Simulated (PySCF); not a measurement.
# A diatomic session: BN

One table from this session's results is given with a row withheld; the runs are named, their logs left out.

Method: B cc-pVTZ, N cc-pVTZ, no relativity; program: PySCF 2.14.0.

The first run:

The job is set up so:

* atoms: B, N
* charge: 0
* basis: B cc-pVTZ, N cc-pVTZ
* Hamiltonian: no relativity
* basis functions: 60
* electrons treated: 12
* masses in u: 11.0093, 14.0031
* levels: PBE0, PBE, r²SCAN, TPSSh, revPBE, BHandHLYP, LC-ωPBE, HF, MP2, SCS-MP2, CCSD, CCSD(T)
* grid: 80 radial by 434 angular points
* occupations: held fixed by the projection of orbital angular momentum
* dissociation limit: B + N, each in its ground configuration
* starting distance in angstrom: 1.470
* values of 2S to try: 0, 2, 4

Started as:

```sh
OMP_NUM_THREADS=1 python dia.py task.json out
```

Among the steps run: The job; First curve: PBE0; Higher solutions at PBE0; PBE (GGA); r²SCAN (meta-GGA); TPSSh (hybrid meta-GGA); revPBE (GGA); BHandHLYP (global hybrid GGA); LC-ωPBE (range-separated hybrid); UHF; MP2 and coupled cluster.

One of the session's tables, all rows but one given; the rest of the session is left out.

Energy (eV) from each level's lowest point:

| R (Å) | UHF | UHF-MP2 | UHF-SCS-MP2 | UHF-CCSD | UHF-CCSD(T) |
| --- | --- | --- | --- | --- | --- |
| 1.186 | 0.461 | 0.690 | 0.670 | 0.708 | 0.777 |
| 1.239 | 0.096 | 0.223 | 0.211 | 0.240 | 0.283 |
| 1.278 | 0.000 | 0.050 | 0.043 | 0.062 | 0.084 |
| 1.318 | ? | ? | ? | ? | ? |
| 1.357 | 0.133 | 0.060 | 0.068 | 0.029 | 0.006 |
| 1.410 | 0.386 | 0.332 | 0.353 | 0.176 | 0.124 |
| 1.476 | 0.791 | 0.991 | 1.012 | 0.483 | 0.398 |
| 1.555 | 1.317 | 1.850 | 1.842 | 0.956 | 0.826 |

Q: Estimate the row for R (Å) = 1.318 from the others.

Worked estimate for «UHF». A straight line through the neighbours (1.278, 0.000) and (1.357, 0.133) gives 0.000 + (0.133 − 0.000) × (1.318 − 1.278) / (1.357 − 1.278) = 0.067; a parabola fitted to 4 rows on both sides gives 0.025.

**Answer.** UHF: 0.021; UHF-MP2: 0.000; UHF-SCS-MP2: 0.000; UHF-CCSD: 0.000; UHF-CCSD(T): 0.000. In «UHF» the line misses by +0.046 and the parabola by +0.004.
